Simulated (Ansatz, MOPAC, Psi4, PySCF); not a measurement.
Process, species as SMILES: c1ccc[nH]1 → H atom + C1=C[N]C=C1 (the H-N bond breaks)

Property: bond dissociation energy (enthalpy at 298 K), in kcal/mol. Terms: six Cartesian d functions in 6-31G* and its kin unless marked 5d; no dispersion term unless named; no spin-orbit coupling; non-relativistic; 6-311+G** with 5d; UHF or UKS for open shells. First-principles rows: single points at B3LYP-D3(BJ) geometries (Ansatz, an electronic-structure program), with unscaled harmonic terms from B3LYP/6-31G* at its own minima. Semi-empirical rows: MOPAC heats of formation at their own minima for 298 K. A UHF reference is markedly spin-contaminated in at least one set, which strains HF and MP2.

| level | program | bond dissociation energy (enthalpy at 298 K) (kcal/mol) |
|---|---|---|
| PM6 | MOPAC | 91.4 |
| HF/6-31G* | Ansatz | 62.1 |
| SVWN5/6-31G* | Ansatz | 105.2 |
| PBE/STO-3G | Ansatz | 118.2 |
| BLYP/6-31G* | Ansatz | 87.4 |
| BP86/def2-SVP | PySCF | 96.1 |
| B3LYP/6-31G* | Ansatz | 89.6 |
| B3LYP/6-311+G** | Ansatz | 92.9 |
| PBE0/6-311+G** | Ansatz | 92.9 |
| wB97X-D/6-31G* | Psi4 | 91.8 |
| PBE/def2-TZVPD | Ansatz | 93.1 |
| wB97M-V/def2-TZVPD | Ansatz | 94.8 |

No value to compare with is used here. The 10 habitual levels span 62.1 (HF/6-31G*) to 118.2 kcal/mol (PBE/STO-3G); PBE/def2-TZVPD gives 93.1.

The levels are drawn from those run, B3LYP/6-31G* more often than the rest, none by its result; runs whose electronic state is in doubt are left out.
